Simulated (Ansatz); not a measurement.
# H2N2Si: the cost of one run

Method: MP2 on Hartree-Fock, Gaussian basis cc-pV(T+d)Z, in Ansatz 0.2.0.

**1. The system as given**

Bond lengths: Si1–N2 1.783 Å, N2–N3 1.130 Å, Si1–H4 1.417 Å, Si1–H5 1.448 Å. Angles: Si1–N2–N3 175.6°, N2–Si1–H4 108.0°, N2–Si1–H5 105.0°, H4–Si1–H5 94.3°.

As a file:

```xyz
5

Si    0.0162   -0.0061   -0.0053
N    -0.0107    0.0087    1.7770
N     0.0174    0.0924    2.9032
H     1.0475   -0.8854   -0.4206
H    -1.0532   -0.9038   -0.3887
```

**2. Relaxing the atoms: H2N2Si**

Contents of input.yaml:

```yaml
relax:
  f_tol: 0.001
  max_steps: 200
crystal:
  periodic: [false, false, false]
  atoms:
    - { symbol: Si, position_ang: [0.016243, -0.006118, -0.005282] }
    - { symbol: "N", position_ang: [-0.01073, 0.008654, 1.776985] }
    - { symbol: "N", position_ang: [0.017448, 0.092388, 2.90319] }
    - { symbol: H, position_ang: [1.047506, -0.885379, -0.420601] }
    - { symbol: H, position_ang: [-1.053224, -0.903841, -0.388662] }
basis:
  gaussian: { orbitals: "cc-pV(T+d)Z.json" }
hamiltonian:
  xc: hf
correlation:
  method: mp2
```

Command:

```bash
ansatz run input.yaml --threads 4 --pin off --max-ram 8192MiB --backend cpu --events-out ev --progress --plain --runs-dir out
```

Q: Estimate wall time and peak memory on 4 threads of Arm Neoverse N1, shared host.

About 25 s, with a peak of 0.27 GiB.
